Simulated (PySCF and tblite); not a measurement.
C₅H₁₁N, numbered as in [CH3:1][C@@H:2]1[CH2:3][CH2:4][NH:5][CH2:6]1.

Free energies: PBE0-D3(BJ)/def2-TZVP on PBE0-D3(BJ)/def2-SVP structures plus GFN2-xTB thermal terms, symmetry and mirror images included. Conformers within 4 kcal/mol (GFN2-xTB free energy) were kept, 5 at most. GIAO shieldings: PBE0/pcSseg-1. Shifts are against TMS (¹H), TMS (¹³C), NH3 (¹⁵N) at the same level; of two unlike H on one atom, a is the less shielded. Run with PySCF (density fitting) and tblite.

The 5-ring runs over atoms 2–3–4–5–6.

| conformer | shape | symmetry | E(GFN2) kcal/mol | E(DFT) kcal/mol |
| --- | --- | --- | --- | --- |
| 1 | 5-ring between envelope and twist (ring torsions -18, 41, -47, 33, -9°) | C1 | 1.04 | 0.00 |
| 2 | 5-ring between envelope and twist (ring torsions 21, -43, 47, -32, 7°) | C1 | 0.86 | 0.15 |
| 3 | 5-ring between envelope and twist (ring torsions -6, 28, -39, 35, -17°) | C1 | 0.00 | 0.11 |

(1) How much do the weights at 298.15 K and the averaged shift of H6b depend on how the conformers are weighted?

Answers

(1) 
| weighting | 1 (%) | 2 (%) | 3 (%) | δ (ppm) | rms dipole (D) |
| --- | --- | --- | --- | --- | --- |
| DFT energy with thermal terms, symmetry and mirror images (full scheme) | 51 | 33 | 16 | 2.18 | 0.93 |
| DFT energy with symmetry and mirror images | 38 | 30 | 32 | 2.14 | 1.03 |
| bare DFT energy | 38 | 30 | 32 | 2.14 | 1.03 |
| GFN2-xTB energy with symmetry and mirror images | 12 | 17 | 71 | 2.02 | 1.23 |
| GFN2-xTB free energy | 23 | 27 | 50 | 2.11 | 1.13 |
| leading conformer alone | 100 | 0 | 0 | 2.01 | 0.76 |
| equal weights | 33 | 33 | 33 | 2.16 | 1.04 |
| full scheme, search stopped after three starts | 100 | 0 | 0 | 2.01 | 0.76 |

The largest departure from the full scheme, 0.18 ppm, comes with: leading conformer alone.


¹⁵N shifts are against a computed isolated NH3 molecule, about 20 ppm from the liquid.